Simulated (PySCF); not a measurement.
**Löwdin shares of the frontier orbitals**

C5H9Cl.
Atom-mapped SMILES: `[CH3:1][CH2:2]/[CH:3]=[C:4](\[CH3:5])[Cl:6]` (hydrogens: H7, H8, H9 on C1; H10, H11 on C2; H12 on C3; H13, H14, H15 on C5)

Geometry (GFN2-xTB, Å), atoms numbered from 1 in this order:
```
atom  x, y, z in Å
C1    -2.0976   -0.1030    0.0516
C2    -0.8149    0.1998   -0.7245
C3     0.1579    0.9466    0.1346
C4     1.2838    0.4716    0.6446
C5     1.8847   -0.8841    0.4938
Cl6    2.2608    1.5319    1.6316
H7    -2.5493    0.8170    0.4151
H8    -2.8151   -0.6119   -0.5879
H9    -1.8787   -0.7392    0.9061
H10   -1.0603    0.8209   -1.5894
H11   -0.3826   -0.7301   -1.0924
H12   -0.1305    1.9630    0.3656
H13    2.8195   -0.8196   -0.0625
H14    1.2086   -1.5559   -0.0254
H15    2.1093   -1.2991    1.4750
```

Computed with PySCF, TDDFT CAM-B3LYP/def2-SVPD, vertical, gas phase, core orbitals frozen in the response.

Kohn–Sham orbitals with the atoms that hold most of them (Löwdin shares over 4%, at most four atoms; ? is withheld):

```csv
orbital,ε (eV),atoms
LUMO+2,1.74,"Cl6 58%, C4 12%, C5 5%, H12 4%"
LUMO+1,1.38,"C3 16%, C5 16%, C4 14%, Cl6 12%"
LUMO,?,?
HOMO,-8.26,"C3 28%, C4 28%, Cl6 25%, C2 5%"
HOMO-1,-10.07,?
HOMO-2,-11.06,"Cl6 49%, C4 12%, C5 8%, C3 7%"
HOMO-3,-11.13,"Cl6 19%, C2 18%, C3 14%, C1 9%"
```

(1) Which atoms hold the HOMO-1, and with what shares?

(2) Which atoms hold the LUMO, and with what shares?

(3) What is the LUMO energy, and the HOMO–LUMO gap?

Answers

(1) Cl6 (bonded to C) 79%; C4 (bonded to 2 C and Cl) 7%; C5 (bonded to C and 3 H) 5%. By element: chlorine 79%, carbon 12% or more.

(2) C4 (bonded to 2 C and Cl) 16%; C1 (bonded to C and 3 H) 15%; C3 (bonded to 2 C and H) 14%; C2 (bonded to 2 C and 2 H) 8%.

(3) ε(LUMO) = 1.10 eV; the gap is 9.35 eV (0.3437 hartree).

Question: How does S1 compare with the orbital gap of 9.35 eV?

Answer: S1 is at 6.39 eV (f = 0.012), 2.96 eV below the gap, made of HOMO→LUMO+2 (54%), HOMO→LUMO (16%). Its leading pair isn't HOMO and LUMO; the energies of that pair differ by 10.00 eV. Without the coupling terms of the response equations the lowest excitation would equal the gap.

Next come S2 at 6.65 eV (f 0.385), HOMO→LUMO (68%), HOMO→LUMO+1 (20%); S3 at 6.84 eV (f 0.015), HOMO→LUMO+1 (67%), HOMO→LUMO+2 (16%), HOMO→LUMO (8%); S4 at 7.64 eV (f 0.0014), HOMO→LUMO+4 (46%), HOMO→LUMO+3 (20%), HOMO→LUMO+5 (15%); S5 at 7.68 eV (f 0.0003), HOMO-1→LUMO (51%), HOMO-1→LUMO+1 (26%), HOMO→LUMO+4 (9%).

One conformer stands for the species.
